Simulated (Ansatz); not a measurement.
Basis-set extrapolation for AlFH (`[F][AlH]`) radical (PBE0-D4/def2-TZVP geometry, frozen core, Ansatz 0.2.0). Multiplicity 2, UHF reference.

|  | def2-TZVPP | def2-QZVPP |
| --- | --- | --- |
| HF | -342.027788 | -342.040521 |
| MP2 correlation | -0.311903 | -0.341485 |
| CCSD(T) correlation | -0.330174 | -0.358780 |

Energies in hartree. Use E(X) = E(∞) + A·exp(−7.88·√X) for Hartree–Fock and E(X) = E(∞) + B·X^(−2.97) for correlation, with X = 3 and 4.

Problem. What is the CCSD(T) energy at the basis-set limit?

Solution. HF limit: -342.040521 + (-0.012733) × 0.13774 = -342.04227. Correlation limit: -0.358780 + (-0.028606) × 0.74074 = -0.37997. Total: -342.42224 hartree, 168.8 kJ/mol below CCSD(T)/def2-TZVPP.
